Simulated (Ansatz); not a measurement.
Mulliken charges of `[BH3-][OH+]C` from r2SCAN/def2-TZVPP in Ansatz (PBE0-D4/def2-TZVP geometry).

| atom | x (Å) | y (Å) | z (Å) | charge (e) |
| --- | --- | --- | --- | --- |
| B1 | -1.054 | 0.433 | -0.687 | -0.249 |
| O2 | 0.531 | 0.048 | -0.485 | -0.076 |
| C3 | 0.837 | -0.595 | 0.758 | -0.034 |
| H4 | -1.598 | -0.644 | -0.709 | -0.051 |
| H5 | -1.045 | 1.029 | -1.736 | -0.038 |
| H6 | -1.323 | 1.113 | 0.282 | -0.038 |
| H7 | 1.039 | 0.862 | -0.573 | 0.213 |
| H8 | 0.271 | -1.523 | 0.761 | 0.092 |
| H9 | 0.520 | 0.030 | 1.594 | 0.100 |
| H10 | 1.906 | -0.804 | 0.798 | 0.080 |

Task: By hand: the dipole of these point charges (1 e Å = 4.8032 D).

Result: Σ q r = (0.816, -0.158, 0.445) e Å, of length 0.943 e Å = 4.53 D.

Task: How does the dipole of the full density compare? (An estimate is asked.)

Result: Computed: (0.899, -0.092, 0.396) e Å, 4.74 D; the point charges give 0.96 times that, at 6° from its direction.

Point charges leave out the atoms' own dipoles, such as those of lone pairs, and Mulliken's split depends on the basis, so the close match here is no proof of good charges.
